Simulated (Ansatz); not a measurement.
Relaxation of BClH$_{6}$Si (9 atoms, charge 0, multiplicity 1), to a largest force component of 0.03 eV/Å in at most 50 steps.

Method: Ansatz 0.2.0, RKS BLYP-D4/cc-pVDZ.

```xyz
9
Properties=species:S:1:pos:R:3
B -0.031 0.372 0.186
Cl 0.002 1.292 1.772
H 1.023 0.207 -0.375
H -1.110 0.184 -0.317
Si 0.124 -2.672 0.976
H -0.692 -3.132 -0.195
H 1.572 -3.012 0.784
H -0.400 -3.253 2.257
H 0.006 -1.195 1.084
```

**Question.** Where does it end, and by what steps?

**Answer.** The run converged. The force dipped under the threshold on the way, but the program's further checks kept it going. After 34 steps the energy has fallen by 0.091 eV; Cl2 moved furthest, 0.72 Å.

```
step  energy less start (eV)  largest force component (eV/Å)  accepted
   0                  0.0000                           0.702       yes
   2                 -0.0332                           0.377        no
   4                 -0.0616                           0.185       yes
   6                 -0.0789                           0.161       yes
   8                 -0.0817                           0.040       yes
  10                 -0.0824                           0.030       yes
  12                 -0.0837                           0.063       yes
  14                 -0.0851                           0.089       yes
  16                 -0.0863                           0.076       yes
  18                 -0.0874                           0.051       yes
  20                 -0.0883                           0.064       yes
  22                 -0.0891                           0.004       yes
  24                 -0.0894                           0.037       yes
  26                 -0.0898                           0.036       yes
  28                 -0.0902                           0.003       yes
  30                 -0.0905                           0.076       yes
  32                 -0.0911                           0.035       yes
  34                 -0.0912                           0.014       yes
```

```xyz
9
Properties=species:S:1:pos:R:3
B -0.091 0.544 0.136
Cl 0.501 1.643 1.393
H 0.728 -0.046 -0.525
H -1.281 0.488 -0.052
Si 0.133 -2.776 1.041
H -0.340 -3.078 -0.352
H 1.633 -2.729 1.078
H -0.375 -3.820 1.994
H -0.413 -1.434 1.460
```

Whether the end is a true minimum wasn't checked by a vibrational analysis.

Run time: 84 s on 1 thread of Arm Neoverse V2 (shared host), peak memory 0.12 GiB.
